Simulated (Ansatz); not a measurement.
Complex (SMILES): Cl (HCl) with S (H2S), atoms 1 to 2 the first; geometry from NCB31 set, monomers rigid:
```xyz
5

Cl    -1.9116     0.0000     0.0035
H     -0.6273    -0.0001    -0.1041
S      1.8425     0.0000    -0.1015
H      1.8228    -0.9618     0.8347
H      1.8219     0.9619     0.8346
```

Interaction energy at MP2 with Ansatz (an electronic-structure program), kcal/mol, without and with the counterpoise correction (monomers among the partner's ghost functions). All functions are spherical. Cores are frozen. No added dispersion term, no relativity. Reference, counterpoise-corrected: Hartree-Fock in aug-cc-pV(Q+d)Z plus the correlation part extrapolated as X^-3 from aug-cc-pV(T+d)Z and aug-cc-pV(Q+d)Z, -3.85.

| basis | functions | uncorrected |
|---|---|---|
| def2-SV(P) | 42 | -4.17 |
| aug-cc-pV(D+d)Z | 91 | -4.12 |
| def2-TZVPD | 119 | -3.77 |
| def2-QZVPP | 230 | -3.74 |
| def2-QZVP | 230 | -3.74 |
| def2-QZVPPD | 257 | -3.75 |
| aug-cc-pV(Q+d)Z | 316 | -3.98 |
| pcseg-4 | 393 | -3.87 |

**Question.** How large is the counterpoise correction in each set?

**Answer.** def2-SV(P) 1.84, aug-cc-pV(D+d)Z 1.01, def2-TZVPD 0.61, def2-QZVPP 0.18, def2-QZVP 0.18, def2-QZVPPD 0.16, aug-cc-pV(Q+d)Z 0.25, pcseg-4 0.16 kcal/mol. The corrected value lies nearer the reference in 0 of 8 rows.
